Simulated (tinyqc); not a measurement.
Worked calculation: UKS/LDA (PW92) in the sto-3g basis, for NH, spin multiplicity 3. One step of it, computed by the program tinyqc.

Task: Iteration 2: diagonalisation and new density. Diagonalise F' = X^T F X, C = X C', fill 5 alpha and 3 beta electrons from the bottom; D(s) = C_occ C_occ^T. Each column has its largest component positive (the first on a tie).

F(alpha) (hartree), lower triangle:
```
,1N 1s,1N 2s,1N 2px,1N 2py,1N 2pz,2H 1s
1N 1s,-12.983560
1N 2s,-3.418011,-1.152159
1N 2px,0.000000,0.000000,0.257871
1N 2py,0.000000,0.000000,-0.005206,0.185122
1N 2pz,-0.013102,-0.123444,0.000000,0.000000,0.135643
2H 1s,-0.276184,-0.262202,0.000000,0.000000,-0.193674,-0.320414
```

F(beta) (hartree), lower triangle:
```
,1N 1s,1N 2s,1N 2px,1N 2py,1N 2pz,2H 1s
1N 1s,-12.953457
1N 2s,-3.396000,-1.043015
1N 2px,0.000000,0.000000,0.318847
1N 2py,0.000000,0.000000,-0.000016,0.318448
1N 2pz,-0.010569,-0.106366,0.000000,0.000000,0.269620
2H 1s,-0.274340,-0.242279,0.000000,0.000000,-0.173057,-0.299159
```

X, lower triangle:
```
,1N 1s,1N 2s,1N 2px,1N 2py,1N 2pz,2H 1s
1N 1s,1.022019
1N 2s,-0.124867,1.046879
1N 2px,0.000000,0.000000,1.000000
1N 2py,0.000000,0.000000,0.000000,1.000000
1N 2pz,-0.003173,0.025945,0.000000,0.000000,1.026622
2H 1s,0.013858,-0.133806,0.000000,0.000000,-0.137876,1.051014
```

Give: F' = X^T F X; orbital energies; coefficients C; F' = X^T F X; orbital energies; coefficients C; D(alpha) after iteration 2; D(beta) after iteration 2.

Result:

F' = X^T F X (alpha) (hartree), lower triangle:
```
,1,2,3,4,5,6
1,-12.7142
2,-1.8719,-0.5182
3,0.0000,0.0000,0.2579
4,0.0000,0.0000,-0.0052,0.1851
5,-0.0124,-0.0862,0.0000,0.0000,0.1865
6,0.0045,-0.1255,0.0000,0.0000,-0.1769,-0.2445
```

orbital energies (alpha) (hartree): MO1 -12.9951, MO2 -0.4231, MO3 -0.1250, MO4 0.1848, MO5 0.2528, MO6 0.2582

coefficients C (alpha):
```
,MO1,MO2,MO3,MO4,MO5,MO6
1N 1s,0.9922,-0.1631,-0.2216,0.0000,0.0133,0.0000
1N 2s,0.0318,0.5646,0.9000,0.0000,-0.0179,0.0000
1N 2px,0.0000,0.0000,0.0000,0.0710,0.0000,0.9975
1N 2py,0.0000,0.0000,0.0000,0.9975,0.0000,-0.0710
1N 2pz,0.0025,0.2195,-0.0369,0.0000,1.0120,0.0000
2H 1s,-0.0052,0.6391,-0.7275,0.0000,-0.4517,0.0000
```

F' = X^T F X (beta) (hartree), lower triangle:
```
,1,2,3,4,5,6
1,-12.6867
2,-1.8658,-0.4082
3,0.0000,0.0000,0.3188
4,0.0000,0.0000,0.0000,0.3184
5,-0.0119,-0.0672,0.0000,0.0000,0.3231
6,0.0032,-0.1232,0.0000,0.0000,-0.1781,-0.2275
```

orbital energies (beta) (hartree): MO1 -12.9640, MO2 -0.3605, MO3 -0.0520, MO4 0.3184, MO5 0.3188, MO6 0.3773

coefficients C (beta):
```
,MO1,MO2,MO3,MO4,MO5,MO6
1N 1s,0.9926,-0.1305,-0.2409,0.0000,0.0000,0.0076
1N 2s,0.0303,0.4348,0.9696,0.0000,0.0000,0.0011
1N 2px,0.0000,0.0000,0.0000,0.0400,0.9992,0.0000
1N 2py,0.0000,0.0000,0.0000,0.9992,-0.0400,0.0000
1N 2pz,0.0022,0.1690,-0.0021,0.0000,0.0000,1.0223
2H 1s,-0.0049,0.7564,-0.6336,0.0000,0.0000,-0.4100
```

D(alpha) after iteration 2, lower triangle:
```
,1N 1s,1N 2s,1N 2px,1N 2py,1N 2pz,2H 1s
1N 1s,1.0603
1N 2s,-0.2603,1.1301
1N 2px,0.0000,0.0000,0.0050
1N 2py,0.0000,0.0000,0.0708,0.9950
1N 2pz,-0.0117,0.0726,0.0000,0.0000,1.0736
2H 1s,0.0459,-0.2860,0.0000,0.0000,-0.2900,1.1417
```

D(beta) after iteration 2, lower triangle:
```
,1N 1s,1N 2s,1N 2px,1N 2py,1N 2pz,2H 1s
1N 1s,1.0603
1N 2s,-0.2603,1.1301
1N 2px,0.0000,0.0000,0.0000
1N 2py,0.0000,0.0000,0.0000,0.0000
1N 2pz,-0.0194,0.0715,0.0000,0.0000,0.0286
2H 1s,0.0490,-0.2856,0.0000,0.0000,0.1292,0.9736
```
